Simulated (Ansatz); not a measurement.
Si: pressure series

Consider Si in the diamond structure (space group Fd-3m, No. 227; a = 5.444 Å).

Cell and atoms are relaxed at each pressure.

Computed with Kohn–Sham DFT with the r2SCAN functional, run in Ansatz (a quantum-chemistry and plane-wave program) with PAW and 500 eV plane waves, no SOC.

```csv
P (GPa),V (Å³/atom)
-2.00,20.610
-1.00,20.384
0.90,19.987
2.10,19.756
4.51,19.330
9.00,18.642
15.02,17.877
22.50,17.098
29.98,16.449
```

Fit a third-order Birch–Murnaghan equation of state.

Least squares on P(V) = (3B₀/2)[(V₀/V)^(7/3) − (V₀/V)^(5/3)]·[1 + (3/4)(B₀′ − 4)((V₀/V)^(2/3) − 1)] gives V₀ = 20.17 Å³/atom, B₀ = 98 GPa and B₀′ = 4.0.

Measured bulk modulus of Si: 100.8 GPa (static lattice; corrected from measurement; as listed in Jianwei Sun et al., Physical Review B (2011)); the computed value is 3 % below it.

Between the base and pressure 9 GPa the gap moves from 0.78 eV to 0.62 eV, a mean slope of -17 meV/GPa.

Load acts through the strain it causes; cell and atoms are relaxed under it. No phonon test of stability was made. Measured, Si leaves this structure (for the β-tin structure) near 12 GPa (room temperature; as listed in arXiv:1906.07825).
